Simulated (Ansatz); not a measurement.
# Worked example: the interaction energy

The pair of OH⁻ (SMILES [OH-], atoms 1–2) and C$_{2}$H$_{6}$ (SMILES CC, atoms 3–10), both closed shells, in one local arrangement (a lower one may exist), relaxed at PBE0-D4/def2-TZVPD:

O1  (0.166, 0.202, -2.596)
H2  (-0.486, 0.700, -3.099)
C3  (0.662, 0.207, 0.401)
C4  (-0.567, -0.427, 1.031)
H5  (1.553, -0.405, 0.584)
H6  (0.517, 0.310, -0.697)
H7  (0.854, 1.198, 0.832)
H8  (-1.457, 0.181, 0.839)
H9  (-0.482, -0.559, 2.118)
H10  (-0.761, -1.408, 0.587)
(Å)

Both fragments are computed in the basis of the whole pair.

Ansatz 0.2.0; basis: def2-TZVPPD and def2-QZVPPD; cores frozen in the correlated methods.

Energies in eV:

| quantity | pair | first fragment | second fragment |
| --- | --- | --- | --- |
| Hartree–Fock, triple zeta (X = 3) | -4209.14164 | -2052.15614 | -2156.79810 |
| Hartree–Fock, quadruple zeta (X = 4) | -4209.32521 | -2052.23046 | -2156.90593 |
| MP2 correlation, X = 3 | -17.92357 | -7.75280 | -10.08591 |
| MP2 correlation, X = 4 | -19.05691 | -8.28804 | -10.67158 |
| CCSD(T) correlation, X = 3 | -19.36207 | -7.95353 | -11.30996 |

Question: Work out the interaction energy at the basis limit: extrapolate Hartree–Fock as E(X) = E∞ + A exp(−7.88 √X) and the MP2 correlation as E(X) = E∞ + B X^−2.97 (the exponents that Neese and Valeev fitted for def2-TZVPP and QZVPP, reused here for the diffuse sets), then add CCSD(T) − MP2 in triple zeta.

Answer: Each step is linear, so take the differences first (pair − first fragment − second fragment): Hartree–Fock -0.18740 (X = 3) and -0.18882 (X = 4); MP2 correlation -0.08486 and -0.09729; CCSD(T) correlation -0.09858.
Two points give E∞ = E(4) + w [E(4) − E(3)], with w = 1/(exp(7.88 (2 − √3)) − 1) = 0.1377 for Hartree–Fock and w = 1/((4/3)^2.97 − 1) = 0.7407 for the correlation.
Hartree–Fock: -0.18882 + 0.1377 × (-0.00142) = -0.1890 eV.
MP2 correlation: -0.09729 + 0.7407 × (-0.01243) = -0.1065 eV.
CCSD(T) − MP2: -0.09858 − (-0.08486) = -0.0137 eV.
Sum: -0.1890 + (-0.1065) + (-0.0137) = -0.3092 eV, or -7.13 kcal/mol. Plain CCSD(T) in triple zeta gives -0.2860 eV, so the larger basis shifts the result by -0.0232 eV.

The T1 diagnostic stays at or below 0.026.

For scale, one of the runs: CCSD(T)/def2-TZVPPD, 233 basis functions, launched by `ansatz run in.yaml --threads 4 --pin off --events-out ev --progress --plain --max-ram 9574MiB`. Hardware: 4 CPU threads of an Arm Neoverse V2, shared host. Wall time 64 s; peak host memory 4.3 GiB.
